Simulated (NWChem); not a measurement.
**PH3 (SMILES P) at wB97X/jorge-TZP**

What is the vertical ionisation energy of PH3 at wB97X/jorge-TZP? 

Program for the calculation: NWChem 7.3.0.

1 further run of the same task is left out (set aside as unsound or not needed).

### Step 1. The system as given

The species is PH3 (4 atoms), meant as a singlet with charge 0. SMILES: `P`. The coordinates come from a PBE0-D4/def2-TZVP relaxation.

Bond lengths: P1–H2 1.420 Å, P1–H3 1.420 Å, P1–H4 1.420 Å. Angles: H2–P1–H3 93.1°, H2–P1–H4 93.1°, H3–P1–H4 93.1°.

### Step 2. The energy at wB97X/jorge-TZP

The input, h3p.nw:

```
start h3p
title "H3P"
memory 2200 mb
geometry noautosym nocenter noautoz
  P      0.346000    -0.326500    -0.332800
  H      0.630900    -0.034000     1.027000
  H     -1.005500    -0.663000    -0.057200
  H      0.028700     1.023500    -0.636900
end
basis "ao basis" spherical bse
  P library jorge-TZP
  H library jorge-TZP
end
dft
  xc wb97x
  grid fine
  convergence energy 1e-08
  maxiter 100
  mulliken
  print low
end
task dft energy
```

On the command line:

```bash
$ nwchem h3p.nw > h3p.out
```

What it wrote:

```text
[...]
 d= 0,ls=0.0,diis     1   -343.1318785689 -3.61D+02  2.31D-03  1.91D+00     2.9
[...]
 d= 0,ls=0.0,diis     8   -343.1462944172 -7.62D-10  3.72D-07  1.85D-10    21.0
         Total DFT energy =     -343.146294417217
      One electron energy =     -508.592713222680
           Coulomb energy =      172.219815832169
    Exchange-Corr. energy =      -24.316020139006
 Nuclear repulsion energy =       17.542623112300
[...]
      Total Density - Mulliken Population Analysis
     ---------------------------------------------
    Atom       Charge   Shell Charges
 -----------   ------   -------------------------------------------------------
    1 P   15    15.15   0.18  0.52  0.88  0.37  1.00  0.99  0.82  0.81  5.04  0.89  0.85  1.90  0.72  0.07  0.11  0.01
    2 H    1     0.95   0.24  0.49  0.20  0.02  0.01  0.00
    3 H    1     0.95   0.24  0.49  0.20  0.02  0.01  0.00
    4 H    1     0.95   0.24  0.49  0.20  0.02  0.01  0.00
[...]
```

It took 22 s on 1 thread of Intel Xeon Platinum 8488C (Sapphire Rapids), shared host; peak memory 0.11 GiB.

### Step 3. The doublet cation at the same level

The input, h3p.nw:

```
start h3p
memory total 2200 mb
charge 1

geometry units atomic noautosym nocenter noautoz
  P      0.65384524    -0.61699558    -0.62890085
  H      1.19222821    -0.06425069     1.94074873
  H     -1.90011962    -1.25288842    -0.10809233
  H      0.05423514     1.93413469    -1.20356657
end

basis spherical bse
  * library jorge-TZP
end

dft
  xc wb97x
  mult 2
  grid fine
  convergence energy 1e-08
  maxiter 100
  mulliken
  noprint "final vectors analysis"
end

task dft energy
```

On the command line:

```bash
$ nwchem h3p.nw > h3p.out
```

What it wrote:

```text
[...]
          Wavefunction type:  spin polarized.
          No. of atoms     :     4
          No. of electrons :    17
[...]
          Charge           :     1
          Spin multiplicity:     2
[...]
          AO basis - number of functions:    82
[...]
              XC Information
              --------------
                       wb97x  Method XC Functional
                     Hartree-Fock (Exact) Exchange  1.000
                         wb97x Exchange Functional  1.000
                      wb97x Correlation Functional  1.000
[...]
 d= 0,ls=0.0,diis     1   -342.5880709716 -3.60D+02  5.58D-03  1.69D+00     3.0
[...]
 d= 0,ls=0.0,diis     9   -342.7587291067 -6.73D-09  5.99D-07  5.39D-10    25.8
[...]
         Total DFT energy =     -342.758729106714
      One electron energy =     -502.541698623689
           Coulomb energy =      166.273328707616
    Exchange-Corr. energy =      -24.032981039341
 Nuclear repulsion energy =       17.542621848700
[...]
      Total Density - Mulliken Population Analysis
     ---------------------------------------------
    Atom       Charge   Shell Charges
 -----------   ------   -------------------------------------------------------
    1 P   15    14.57   0.18  0.52  0.88  0.37  1.00  0.99  0.84  0.71  5.04  0.89  0.83  1.84  0.31  0.06  0.09  0.01
    2 H    1     0.81   0.22  0.46  0.09  0.02  0.01  0.00
    3 H    1     0.81   0.22  0.46  0.09  0.02  0.01  0.00
    4 H    1     0.81   0.22  0.46  0.09  0.02  0.01  0.00
[...]
      <S2> =      0.7520 (Exact =     0.7500)
[...]
```

It took 26 s on 1 thread of Intel Xeon Platinum 8488C (Sapphire Rapids), shared host; peak memory 0.11 GiB.

### Step 4. Outcome

Level: wB97X/jorge-TZP.

| quantity | value |
| --- | --- |
| singlet PH3: total energy | -343.14629 Eh |
| doublet cation: total energy | -342.75873 Eh |
| doublet cation: ⟨S²⟩ | 0.752 |
| vertical ionisation energy (to the doublet cation) | 10.546 eV |

**Reading.** The vertical ionisation energy comes to 10.55 eV (1018 kJ/mol). Mulliken charges (singlet PH3) run from -0.15 on P1 to +0.05 on H2; they depend strongly on the basis. Mulliken charges (doublet cation) run from +0.19 on H2 to +0.43 on P1.
